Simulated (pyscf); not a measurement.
Structures and frequencies: ωB97X-D3(BJ)/def2-SVP in PySCF.

Question: PBE/def2-TZVP puts the barrier of Cl–SnH(Cl)–Cl + H₂O -> HO–Sn(Cl)(Cl)–Cl + H₂ (four-centre exchange; singlet surface; H–Sn, H–O broken, O–Sn, H–H formed) at 27.6 kcal/mol and the reaction energy at 0.0 kcal/mol, from the separated reactants. What do PBE0-D3(BJ)/def2-TZVP, M06-2X/def2-TZVP, ωB97M-D3(BJ)/def2-TZVP give on the same structures?

Answer: PBE0-D3(BJ): ΔE‡ = 30.5 kcal/mol, ΔE = +1.7 kcal/mol; M06-2X: ΔE‡ = 30.3 kcal/mol, ΔE = -3.2 kcal/mol; ωB97M-D3(BJ): ΔE‡ = 33.4 kcal/mol, ΔE = +1.3 kcal/mol. PBE's barrier lies under all of them, by 2.6 to 5.8 kcal/mol. Its reaction energy lies among theirs. On the reactant side the descent ends in a bound adduct (not fully relaxed), 10.4 kcal/mol under the separated species and 42.4 kcal/mol under the saddle at ωB97X-D3(BJ)/def2-TZVP. One saddle was located; it need not be the lowest between these sides. Elements past Kr carry the def2 core potentials, without spin-orbit coupling.
